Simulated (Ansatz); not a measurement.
**Be3I2: from a trial structure to a relaxed crystal**

Theory: DFT PBE, scalar-relativistic, plane waves, PAW (Ansatz).

Be3I2 was placed on the anti-corundum structure type (R-3c, No. 167), with I in place of Al, Be in place of O, at a guessed volume.

The final relaxation ran on this input, with the default PAW datasets:

```yaml
crystal:
  lattice:
    - [2.7009462692, 1.5593920555, 10.844739885]
    - [-2.7009462692, 1.5593920555, 10.844739885]
    - [0.0, -3.1187841112, 10.844739885]
  atoms:
    - { symbol: Be, position: [-0.027900772, 0.527900772, 0.75] }
    - { symbol: Be, position: [0.75, -0.027900772, 0.527900772] }
    - { symbol: Be, position: [0.527900772, 0.75, -0.027900772] }
    - { symbol: Be, position: [1.027900772, 0.472099228, 0.25] }
    - { symbol: Be, position: [0.25, 1.027900772, 0.472099228] }
    - { symbol: Be, position: [0.472099228, 0.25, 1.027900772] }
    - { symbol: I, position: [0.8791971194, 0.8791971194, 0.8791971194] }
    - { symbol: I, position: [0.6208028806, 0.6208028806, 0.6208028806] }
    - { symbol: I, position: [0.1208028806, 0.1208028806, 0.1208028806] }
    - { symbol: I, position: [0.3791971194, 0.3791971194, 0.3791971194] }
basis:
  ecutwfc: 420
kpoints:
  mp_grid: { grid: [12, 12, 12] }
hamiltonian:
  xc: pbe
scf:
  occupations: { method: gaussian, width: 0.1 }
output:
  forces: true
  stress: true
  eigenvalues: true
  write_density: true
  write_potential: true
  elf: true
  volumetric_format: npy
relax:
  adjacent_minimum: "off"
  f_tol: 0.01
  max_steps: 80
  cell: { stress_tol: 0.05 }
```

Launched as:

```bash
ansatz run input.yaml --threads 1 --pin off --max-ram 2560MiB --backend cpu --events-out ev --progress --plain --runs-dir out
```

The run took 3.3 min on 1 thread of Intel(R) Xeon(R) 6975P-C (Granite Rapids), with other jobs on the host, peak memory 1.7 GiB.

End of the output:

```
SCF converged after 5 iterations
Free energy (F): -30601.708874 eV
Harris-Foulkes:  -30601.708874 eV  (|F-HF|=7.28e-12)
Internal energy: -30601.666272 eV  (E = F + TS)
E sigma→0 (E₀):  -30601.687573 eV
Entropy (-TS):   -0.042602 eV (-4.260 meV/atom)
Fermi energy:    5.820169 eV
--- Per-component energies (eV) ---
  E_band       = -1701.337664
  E_kinetic    = 860.190394
  E_local      = -9404.599298  (includes V_loc(G=0)·N_el)
  E_nonlocal   = -334.936498
  E_hartree    = 4737.125446
  E_xc         = -619.461512
  E_vxc        = -624.250703  (∫ρ·V_xc dr)
  E_paw        = -19620.727380  (= ΣΔE_a)
  E_vpaw       = -1671.992370  (= ΣTr[D̂ρ^β])
  E_aug_tail   = -0.000046  (compensation charges beyond the density's cutoff)
  E_ewald      = -6219.257376
  E_smearing   = -0.042602  (= −TS)
  E_closure    = 0.000000  (closes the sum)
  Σ components = -30601.708874   (vs F -30601.708874, Δ=0.00e0)
--- Forces (eV/Å), atoms counted from 1 ---
  atom   1  Be     0.00404322     0.00000000     0.00000000
  atom   2  Be    -0.00202161     0.00350153     0.00000000
  atom   3  Be    -0.00202161    -0.00350153     0.00000000
  atom   4  Be    -0.00404322     0.00000000     0.00000000
  atom   5  Be     0.00202161    -0.00350153     0.00000000
  atom   6  Be     0.00202161     0.00350153     0.00000000
  atom   7  I      0.00000000     0.00000000     0.00231952
  atom   8  I      0.00000000     0.00000000    -0.00231952
  atom   9  I      0.00000000     0.00000000    -0.00231952
  atom  10  I      0.00000000     0.00000000     0.00231952
  max |Σ_I F_I| component: 4.64e-17 eV/Å
--- Stress (GPa, compression-positive) ---
       -0.013111       0.000000       0.000000
        0.000000      -0.013111       0.000000
        0.000000       0.000000       0.005971
  P = ⅓ Tr σ = -0.0068 GPa (-0.068 kbar)
--- Relaxed structure (1 steps of the walk, 1 accepted, 1 SCFs on fresh bases) ---
  F+E_penalty+E_count = -30601.70887371 eV   max|allowed force component| = 4.043e-3 eV/Å   (the final SCF, on the basis selected at the relaxed cell)
  cell:  # Å, volume = 274.0575 Å³
    - [2.700946, 1.559392, 10.844740]
    - [-2.700946, 1.559392, 10.844740]
    - [0.0, -3.118784, 10.844740]
  atoms:
    - { symbol: Be, position: [-0.027901, 0.527901, 0.75] }
    - { symbol: Be, position: [0.75, -0.027901, 0.527901] }
    - { symbol: Be, position: [0.527901, 0.75, -0.027901] }
    - { symbol: Be, position: [1.027901, 0.472099, 0.250000] }
    - { symbol: Be, position: [0.250000, 1.027901, 0.472099] }
    - { symbol: Be, position: [0.472099, 0.250000, 1.027901] }
    - { symbol: I, position: [0.879197, 0.879197, 0.879197] }
    - { symbol: I, position: [0.620803, 0.620803, 0.620803] }
    - { symbol: I, position: [0.120803, 0.120803, 0.120803] }
    - { symbol: I, position: [0.379197, 0.379197, 0.379197] }
```

Absolute energies hang on the potentials; compare differences alone.

The result has space group R-3c (No. 167). Be is coordinated by 2 Be at 2.08 Å and 2 I at 2.48 Å; around I lie 3 Be at 2.48 Å.

Against the elements it lies at 0.65 eV/atom. Formation energies are uncorrected and refer to the elements' standard structures at the same level.

For metals, differences of a few meV/atom aren't resolved. Weakly bound directions are ill-defined at this level, which has no dispersion term. Spin–orbit coupling is left out.

Symmetry constrained the relaxation, so the result can be a saddle point.